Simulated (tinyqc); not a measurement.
Worked calculation: Hueckel theory of the pi electrons, for the molecule c1ccsc1 (SMILES; centres numbered as the heavy atoms are written). One step of it, computed by the program tinyqc.

Problem. Orbitals. Diagonalise; E = alpha + x beta with beta < 0, so the largest x are filled first; degenerate levels share their electrons. P = sum n_i c_ri c_si; each orbital has its largest coefficient positive (the first on a tie).

Hueckel matrix in units of beta (H = alpha + beta A), order 1C, 2C, 3C, 4S, 5C:
```
[[0.000000, 1.000000, 0.000000, 0.000000, 1.000000],
 [1.000000, 0.000000, 1.000000, 0.000000, 0.000000],
 [0.000000, 1.000000, 0.000000, 0.660000, 0.000000],
 [0.000000, 0.000000, 0.660000, 0.890000, 0.660000],
 [1.000000, 0.000000, 0.000000, 0.660000, 0.000000]]
```

pi electrons, sum of z_r less the charge = 6

Give: x values; occupations; coefficients; charge and bond-order matrix P.

Solution.

x values: [1.9243, 0.9397, 0.6180, -0.9740, -1.6180]

occupations: [2.0000, 2.0000, 2.0000, 0.0000, 0.0000]

coefficients, order 1C, 2C, 3C, 4S, 5C:
```
[[0.4428, -0.4678, -0.3717, -0.2918, 0.6015],
 [0.4428, -0.4678, 0.3717, -0.2918, -0.6015],
 [0.4093, 0.0282, 0.6015, 0.5759, 0.3717],
 [0.5223, 0.7489, 0.0000, -0.4079, 0.0000],
 [0.4093, 0.0282, -0.6015, 0.5759, -0.3717]]
```

charge and bond-order matrix P, order 1C, 2C, 3C, 4S, 5C:
```
[[1.1061, 0.5534, -0.1111, -0.2380, 0.7833],
 [0.5534, 1.1061, 0.7833, -0.2380, -0.1111],
 [-0.1111, 0.7833, 1.0602, 0.4698, -0.3870],
 [-0.2380, -0.2380, 0.4698, 1.6673, 0.4698],
 [0.7833, -0.1111, -0.3870, 0.4698, 1.0602]]
```
